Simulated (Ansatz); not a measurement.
# Ge$_{2}$C⁺, doublet: the ladder up to RCCSDT(Q)

Geometry: that of the Ge2C, triplet, kept fixed.

```json
{"atom": "Ge", "x (Å)": "0.0000", "y (Å)": "0.0000", "z (Å)": "1.8526"}
{"atom": "C", "x (Å)": "0.0000", "y (Å)": "0.0000", "z (Å)": "0.0000"}
{"atom": "Ge", "x (Å)": "0.0000", "y (Å)": "0.0000", "z (Å)": "-1.8526"}
```

Basis cc-pVTZ; Ansatz 0.2.0. Only valence electrons are correlated (noble-gas cores and the filled d shells of p-block atoms frozen), which leaves 11 electrons in 87 orbitals. Prefix R: restricted or restricted open-shell reference; prefix U: unrestricted. Active spaces: valence = (11e, 12o) chosen from the atoms' valence shells. No spin–orbit coupling is included, and no scalar relativity.

Full CI isn't at hand for all of this; RCCSDT(Q) serves as the reference, and is uncertain by about the last step of the cluster series. The frozen core follows each run's orbitals, which can shift R against U totals by a few meV for light atoms and by up to 0.1 eV past Ca.

- UHF ⟨S²⟩: 0.772
- T1 diagnostic (RCCSD): 0.0218
- largest doubles amplitude (RCCSD): 0.066

```json
{"level": "RMP2", "E − E(RHF) (eV)": "-7.3266"}
{"level": "RCCSD", "E − E(RHF) (eV)": "-8.0710"}
{"level": "RCCSD(T)", "E − E(RHF) (eV)": "-8.5470"}
```

(1) Estimate how far RCCSDT(Q) in cc-pVTZ lies from RCCSD(T). The table doesn't fix it; the size of (T) and the diagnostics are the guide.

(1) RCCSDT(Q) in cc-pVTZ lies 1.85 kcal/mol below RCCSD(T), which is 17 % of the (T) step (-10.98 kcal/mol). The diagnostics are small and the rest is a small part of (T), but (T) is large here. The miss exceeds 1 kcal/mol.

The other levels:

| level | E − E(RCCSDT(Q)) (kcal/mol) | share of correlation (%) | wall time |
| --- | --- | --- | --- |
| BCCD(T) | 1.75 | 99.12 | 20 s (H100) |
| RCCSDT | 0.97 | 99.51 | – |
| CASSCF (valence space) | 116.37 | 41.51 | – |
| NEVPT2 (valence space) | 24.30 | 87.79 | 12 s (H100) |

The correlation energy at RCCSDT(Q), counted from RHF, is -8.627 eV. That run took 25 s on 2 threads of AMD EPYC 7R13 with a shared H100 80 GB, shared host.

Run but not shown, since their state or frozen core can't be matched to the reference's or they repeat it: UHF, UMP2, UCCSD, UCCSD(T), UCCSDT, UCCSDT(Q).

Times hold each run's SCF and search for its determinant on a shared host, so for small cases they say little of a method's own cost.

Natural occupations of CASSCF (valence space) about the gap: 1.978 1.969 1.943 1.942 1.914 0.987 0.055 0.054 0.050 0.046; effectively unpaired electrons, Σ n²(2−n)², 1.10.
